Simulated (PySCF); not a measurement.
**`c1cocn1`, C$_{3}$H$_{3}$NO**

Cartesian coordinates in Å; atom numbers follow the order of the lines, from 1:
```xyz
8

C    -0.862   -0.538    0.246
C    -0.701    0.737   -0.196
O     0.626    0.941   -0.378
C     1.203   -0.222   -0.036
N     0.376   -1.137    0.342
H    -1.782   -1.062    0.501
H    -1.367    1.566   -0.418
H     2.288   -0.277   -0.111
```

Method: GIAO KT3/aug-pcSseg-1 magnetisability, rotational g tensor and spin-rotation constants, non-relativistic, gas phase (PySCF). Geometry: PBE0-D3(BJ)/def2-SVP.

**Question.** How diamagnetic is it, and how anisotropic?

**Answer.** Isotropic -647 × 10⁻³⁰ J/T², or -39.0 × 10⁻⁶ cm³/mol; principal values -1086, -449, -407 × 10⁻³⁰ J/T², anisotropy 659 × 10⁻³⁰ J/T² (root of half the summed squared differences of the principal values). The susceptibility is in cgs units.

**Question.** Split it along the inertial axes a, b, c into diamagnetic and paramagnetic parts about the centre of mass, with the quadrupole moment.

**Answer.** 
```csv
axis,χ (10⁻⁶ cm³/mol),diamagnetic (10⁻⁶ cm³/mol),paramagnetic (10⁻⁶ cm³/mol),summed x² of all electrons (Å²),quadrupole Θ (D Å)
a,-24.9,-174.5,149.6,34.4,-4.89
b,-26.7,-172.4,145.7,34.9,+8.03
c,-65.4,-293.6,228.3,6.3,-3.15
```
Anisotropies 2χaa − χbb − χcc = +42.3 and 2χbb − χaa − χcc = +36.9 × 10⁻⁶ cm³/mol. Θ is traceless in Buckingham's convention.

**Question.** And the rotational g tensor?

**Answer.** 
```tsv
axis	rotational constant (GHz)	g	nuclear part	electronic part
a	10.1839	-0.1041	0.6116	-0.7157
b	9.7634	-0.1264	0.5420	-0.6684
c	4.9846	+0.0415	0.5761	-0.5345
```
Asymmetric top; isotopes 12C, 1H, 14N, 16O; no vibrational averaging.
